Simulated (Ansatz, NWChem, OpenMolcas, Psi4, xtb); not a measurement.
# Ligand exchange: CCl3F + HCl → CHCl2F + Cl2

Species: CCl3F (trichlorofluoromethane) `FC(Cl)(Cl)Cl`, singlet; HCl (hydrogen chloride), singlet; CHCl2F (dichlorofluoromethane) `FC(Cl)Cl`, singlet; Cl2 (chlorine), singlet. The partners trade Cl for H: C–Cl and Cl–H bonds give way to C–H and Cl–Cl.

Shapes, held fixed at every level: PBE0-D4/def2-TZVP. Programs: Ansatz 0.2.0, NWChem 7.3.0, OpenMolcas 26.06, Psi4 1.11, xtb 6.7.1, xtb 6.7.1 later snapshot. A level may come from different programs for different species; with the same settings they agree closely. The zero-point and thermal change to 298 K, harmonic and unscaled (PBE0-D4/def2-TZVP), is +10.3 kJ/mol.

| level | kind | ΔH(298 K) (kJ/mol) | less CCSD(T)/CBS estimate |
| --- | --- | --- | --- |
| GFN1-xTB | semi-empirical | +75.5 | -21.7 |
| PBE-D4/def2-TZVPP | GGA | +91.7 | -5.5 |
| B3LYP/6-31G* (Cartesian functions) | global hybrid | +85.5 | -11.7 |
| B3LYP-D4/def2-TZVPP | global hybrid | +88.0 | -9.2 |
| r2SCAN0-D4/def2-TZVPP | global hybrid | +101.0 | +3.8 |
| wB97M-V/def2-TZVPP | range-separated hybrid | +97.3 | +0.1 |
| wB97X-V/def2-TZVPP | range-separated hybrid | +97.7 | +0.5 |
| CCSD(T)/def2-TZVPP | coupled cluster or CI | +100.9 | +3.7 |
| CCSD(T)/CBS estimate | coupled cluster or CI | +97.2 | 0.0 |

The highest level, CCSD(T)/CBS estimate, gives ΔH(298 K) = +97.2 kJ/mol; the levels span +75.5 to +101.0. The column of differences is taken from that level and isn't an error. No measured value is set beside it here. The CBS estimate extrapolates MP2 from def2-TZVPP and def2-QZVPP and adds CCSD(T) − MP2 in the triple-zeta set, cores frozen.
